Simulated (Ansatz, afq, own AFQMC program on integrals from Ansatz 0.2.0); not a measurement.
Where AFQMC and coupled cluster stand for SiNH₅, triplet

```xyz
7

Si   -0.9393    0.0215    0.0000
H    -1.4342    1.4212    0.0000
H    -1.4342   -0.6784    1.2122
H    -1.4342   -0.6784   -1.2122
H     0.6587    0.0215    0.0000
N     1.9837    0.0215    0.0000
H     2.2527   -0.9828    0.0000
```

Basis cc-pVDZ. Only valence electrons are correlated. AFQMC by an in-house program on the Cholesky factors that Ansatz 0.2.0 writes for its CCSD(T) run. The CISD trial takes its coefficients from CCSD amplitudes. Released means that phaseless walkers are propagated on without the constraint, phases kept. Error bars are statistical, one sigma.

Determinant: UHF, the one that the program's search chose, which needn't be the lowest solution. The geometry is a point of a scan.

No full CI on the walks' own integrals is used here; CCSDT(Q) serves as the reference and is uncertain by about the last step of the cluster series.

Cautions: lower spins were not checked; the released energies move by 1.5 errors or more from one time to the next, so no released level is given (meV from the phaseless value at times in 1/Eh: -8 ± 3 at 0.24, -13 ± 3 at 0.51, -17 ± 3 at 0.99, -9 ± 3 at 1.62, -16 ± 4 at 2.40), though the last usable value meets CCSDT(Q) within the noise.

* T1 diagnostic: 0.0174
* weight of the determinant in the CISD state: 0.870
* ⟨S²⟩ of the determinant: 2.039
* size of the correlated space: 14 electrons in 51 orbitals

Reference: CCSDT(Q), correlation energy -8.125 eV.

```
        level  E − E(reference) (kcal/mol)  share of correlation (%)
           HF                       187.36                      0.00
          MP2                        36.16                     80.70
         CCSD                         4.88                     97.40
      CCSD(T)                         0.98                     99.48
        CCSDT                         0.22                     99.88
  ph-AFQMC/HF                 -0.46 ± 0.69                    100.25
ph-AFQMC/CISD                  0.30 ± 0.06                     99.84
```

A walk keeps the symmetry of its determinant, which the program's search chose and which needn't be the lowest solution, so a lower state of the same spin and another symmetry isn't excluded.
